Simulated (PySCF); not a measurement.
1,2-dimethylhydrazine, C₂H₈N₂.
Cartesian coordinates in Å at the PBE0-D3(BJ)/def2-SVP level; atoms count from 1:
```xyz
12
C2H8N2 angstrom
C      1.7775    0.0198   -0.3643
N      0.4200   -0.4556   -0.3339
N     -0.4052    0.3479    0.4496
C     -1.7917    0.2298    0.0834
H      1.8007    1.0289   -0.8016
H      2.3817   -0.6482   -0.9984
H      2.2690    0.0779    0.6321
H      0.3876   -1.4388   -0.0485
H     -0.2793    0.1740    1.4508
H     -1.9212    0.5497   -0.9612
H     -2.3946    0.8892    0.7269
H     -2.2055   -0.7993    0.1685
```

Computed with MP2 and CCSD/aug-cc-pVDZ in PySCF, restricted Hartree–Fock reference, 4 core orbitals frozen, non-relativistic, gas phase, PBE0-D3(BJ)/def2-SVP geometry.

E(HF) = -189.26269 Eh.

(1) How large is the problem?

(2) What are the MP2 and CCSD correlation energies?

(3) What is the T1 diagnostic?

(4) How does correlation change the dipole moment?

Answers

(1) 164 basis functions and 34 electrons; 4 orbitals frozen, which leaves o = 13 correlated occupied and v = 147 virtual orbitals. That is o·v = 1911 singles and o·v(o·v + 1)/2 = 1826916 distinct closed-shell doubles amplitudes before symmetry; the costliest CCSD step grows as o²v⁴ = 7.9 × 10^10.

(2) MP2 -0.6652 Eh and CCSD -0.7147 Eh, which gives totals of -189.92788 and -189.97740 Eh. That is 0.748 eV for each correlated electron at CCSD (1876 kJ/mol in all, 0.376 % of the total energy); MP2 gives 93.1 % of the CCSD value.

(3) 0.0106, below the customary warning level of 0.02. It is the norm of the spatial-orbital singles amplitudes over the root of the number of correlated electrons, so the norm is 0.054.

(4) HF gives 1.69 D and CCSD (unrelaxed density) 1.62 D, a change of -0.07 D.

Connected triples and the basis-set limit are missing.

The job also held the EOM ionisation roots. Time: 7.5 min; peak memory 3.0 GiB. Hardware: Arm Neoverse V1, one thread, on a shared host.

One conformer stands for the species.
